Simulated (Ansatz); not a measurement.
# What a trial cell of BeGa₂ relaxes into

Theory: DFT PBE, scalar-relativistic, plane waves, PAW in Ansatz. Cutoff 420 eV, Γ-centred k mesh, Gaussian smearing, no spin polarisation in the final step.

The start puts BeGa₂ on the ThSi2 structure type (I4_1/amd, No. 141), with Be in place of Th, Ga in place of Si, at a guessed volume.

```
CELL_PARAMETERS angstrom
-1.83894 1.83894 6.39395
1.83894 -1.83894 6.39395
1.83894 1.83894 -6.39395
ATOMIC_POSITIONS crystal
Be 0.00000 0.00000 0.00000
Be 0.75000 0.25000 0.50000
Ga 0.41650 0.41650 0.00000
Ga 0.16650 0.66650 0.50000
Ga 0.33350 0.83350 0.50000
Ga 0.58350 0.58350 0.00000
```

Cell and atoms relax at zero pressure; the relaxation can't lower the symmetry of the start. After a coarse first stage the cell is made exact in the group found at 0.06 Å.

Energies over the elements count from the elements' standard structures at the same level, with no empirical corrections.

Problem. Which crystal results?

Solution. It keeps I4_1/amd (No. 141), but not the shape of the type it started on. Conventional cell: a = 2.778 Å, c = 22.808 Å. Be has 8 Ga at 2.56 Å and 4 Be at 2.78 Å; Ga is coordinated by 4 Be at 2.56 Å, 6 Ga at 2.78–2.79 Å and 1 Ga at 3.29 Å.

Space group I4_1/amd:1 (No. 141). a = 2.778 Å, b = 2.778 Å, c = 22.808 Å, α = 90.00°, β = 90.00°, γ = 90.00°
| atom | site | symmetry | x | y | z |
| --- | --- | --- | --- | --- | --- |
| Be | 4a | -4m2 | 0.0000 | 0.0000 | 0.0000 |
| Ga | 8e | 2mm. | 0.0000 | 0.0000 | 0.4279 |

Problem. What are its volume, energy, density and gap?

Solution. The volume per atom is 14.67 Å³. The density is 5.60 g/cm³. The energy over the elements is 0.18 eV/atom. The gap on the 18×18×18 mesh is 0 eV (a metal).

The final run used a 18×18×18 mesh on its 6-atom cell and 0.10 eV smearing. The k mesh leaves about 4 meV/atom of noise in metals. A structure relaxed within its symmetry needn't be a true minimum. The steps took of the order of 12 core-minutes in all.